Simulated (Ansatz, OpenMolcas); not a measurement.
# How methods differ on Li2 (lithium dimer)

The species is Li2 (2 atoms), meant as a singlet with charge 0. SMILES: `[Li][Li]`. The bond length is the measured one.

```xyz
2

Li    0.0000    0.0000    0.0000
Li    0.0000    0.0000    2.6729
```

Each level gives the energy change with the Li1–Li2 bond stretched from 2.673 to 3.341 Å (eV). The values are calculated.

```
                       level                    kind     program  value (eV)  less FCI/3-21G
    B3LYP/3-21G (restricted)           global hybrid      Ansatz        0.19           +0.02
  r2SCAN0/3-21G (restricted)         hybrid meta-GGA      Ansatz        0.16           -0.01
CAM-B3LYP/3-21G (restricted)  range-separated hybrid      Ansatz        0.22           +0.05
    HSE06/3-21G (restricted)  range-separated hybrid      Ansatz        0.17            0.00
   B2PLYP/3-21G (restricted)           double hybrid      Ansatz        0.18           +0.01
           CASSCF(2,8)/3-21G          multireference  OpenMolcas        0.17            0.00
     CCSD/3-21G (restricted)   coupled cluster or CI      Ansatz        0.17            0.00
   CCSDTQ/3-21G (restricted)   coupled cluster or CI      Ansatz        0.17            0.00
                   FCI/3-21G      exact in the basis      Ansatz        0.17            0.00
```

FCI/3-21G is exact within its basis and frozen core, so for wave-function methods in that basis the difference is their error; functionals converge differently with the basis, so for them it is only a difference. The first shape isn't each level's own minimum. The values span 0.16 to 0.22 eV. All rows use very small basis sets, so none should be taken for the real molecule's value.
